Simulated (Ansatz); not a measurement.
Input file:

```yaml
crystal:
  periodic: [false, false, false]
  atoms:
    - {symbol: Si, position_ang: [0.000000, 0.000000, 0.650177]}
    - {symbol: C, position_ang: [0.000000, 0.000000, -1.214577]}
    - {symbol: H, position_ang: [0.000000, -0.906814, -1.821841]}
    - {symbol: H, position_ang: [0.000000, 0.906814, -1.821841]}
basis:
  gaussian: {orbitals: 6-31G}
magnetization: {spin_polarized: false, initial_magnetization: 2}
correlation: {method: bccd_t, electrons: outside_noble_gas}
```

```sh
$ ansatz run in.yaml --threads 1 --pin off --events-out ev --progress --plain --max-ram 4096MiB --backend cpu
```

Output:

```
331 factors; integrals over basis functions are off by at most 2.7e-4 eV
mean field evaluation 1: about -8919.4788 eV, gradient 1.0e1 eV
mean field evaluation 2: about -8919.4791 eV, gradient 1.0e1 eV
mean field evaluation 4: about -8920.0132 eV, gradient 1.2e0 eV
mean field evaluation 8: about -8920.0207 eV, gradient 1.7e-4 eV
mean field evaluation 16: about -8920.0192 eV, gradient 2.6e-1 eV
mean field evaluation 32: about -8912.8731 eV, gradient 1.2e-6 eV
mean field evaluation 64: about -8918.4925 eV, gradient 8.0e0 eV
mean field evaluation 96: about -8918.2492 eV, gradient 7.5e-2 eV
mean field evaluation 128: about -8919.2231 eV, gradient 1.5e0 eV
mean field evaluation 160: about -8919.1812 eV, gradient 3.6e0 eV
mean field evaluation 192: about -8912.8731 eV, gradient 3.0e-4 eV
mean field evaluation 224: about -8911.1129 eV, gradient 1.4e-1 eV
mean field evaluation 256: about -8916.1118 eV, gradient 1.2e0 eV
mean field evaluation 288: about -8919.2378 eV, gradient 1.0e0 eV
mean field evaluation 320: about -8919.2472 eV, gradient 1.9e-6 eV
mean field -8920.02066412 eV, -327.8047131992 hartree, gradient 5.8e-7 eV, S^2 2.000000; 13 other end points of the search recorded, 0 dependent functions left out
mean field evaluation 352: about -8919.3517 eV, gradient 1.9e-4 eV
determinant -8920.02066412 eV, -327.8047131992 hartree, with singles and doubles -8923.50053825 eV, -327.9325962149 hartree
determinant -8919.24721840 eV, -327.7762895935 hartree, with singles and doubles -8922.64424202 eV, -327.9011279087 hartree
determinant -8918.24931311 eV, -327.7396172502 hartree, with singles and doubles -8922.78132076 eV, -327.9061654596 hartree
determinant -8912.87307528 eV, -327.5420441541 hartree, with singles and doubles -8917.43721348 eV, -327.7097731394 hartree
6 core orbitals not correlated: weight in the atoms' cores, before any rotation towards them, 1.000 or more for the frozen orbitals, at most 0.000 for the correlated occupied ones
reference -8920.02066412 eV, -327.8047131992 hartree; 6, 4 occupied and 14, 16 virtual orbitals, 331 factors
second order -2.76373862 eV of doubles, -0.03706881 eV of singles
cycle   1  -3.47627478 eV  change    3.6e-3 eV  update   3.6e-3
cycle   2  -3.47583127 eV  change    4.4e-4 eV  update   1.2e-3
cycle   3  -3.47512890 eV  change    7.0e-4 eV  update   6.4e-4
cycle   4  -3.47499736 eV  change    1.3e-4 eV  update   2.1e-4
cycle   5  -3.47498927 eV  change    8.1e-6 eV  update   7.2e-5
cycle   6  -3.47497551 eV  change    1.4e-5 eV  update   2.7e-5
cycle   7  -3.47497346 eV  change    2.1e-6 eV  update   1.0e-5
perturbative correction -0.07335865 eV, -0.0026958808 hartree
Total energy: -8923.56899623 eV, -327.9351119993 hartree
```

For the same geometry and basis full CI lies 21.1 meV lower.

Ran on 1 thread of AMD EPYC 7R13, shared host: 1.3 s wall, 0.11 GiB peak host memory.
